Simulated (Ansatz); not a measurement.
Rutile TiO₂, treated with PBE-D3(BJ) (Ansatz, an electronic-structure program, plane waves, PAW).

Numerical settings: plane-wave cutoff 520 eV, 8×8×12 k mesh (along the axes of the cell as run), Fermi–Dirac smearing 0.01 eV, no spin polarisation, scalar-relativistic PAW data made under PBE.

Cell (relaxed at this level):

```
TiO2
1.0
    4.60816     0.00000     0.00000
    0.00000     4.60816     0.00000
    0.00000     0.00000     2.95430
Ti O
2 4
Direct
  0.00000   0.00000   0.00000
  0.50000   0.50000   0.50000
  0.30437   0.30437   0.00000
  0.80437   0.19563   0.50000
  0.19563   0.80437   0.50000
  0.69563   0.69563   0.00000
```

### Question
Estimate the bulk modulus B0, band gap and pressure derivative B′ of the bulk modulus that the calculation returns.

### Answer

- bulk modulus B0: 215 GPa
- band gap: 1.87 eV (direct)
- pressure derivative B′ of the bulk modulus: 5.3

Measured, for comparison: bulk modulus 212 ± 1 GPa (room temperature, not corrected to a static lattice, adiabatic, from measured elastic constants, our sources range from 210 to 239; as tabulated in Elasticity of TiO2 rutile to 1800 K). Computed (rounded) less measured: bulk modulus not scored (sources differ).

Note: the bulk modulus comes from volumes at which shape and atoms were relaxed.

Static lattice: no zero-point or thermal effects.
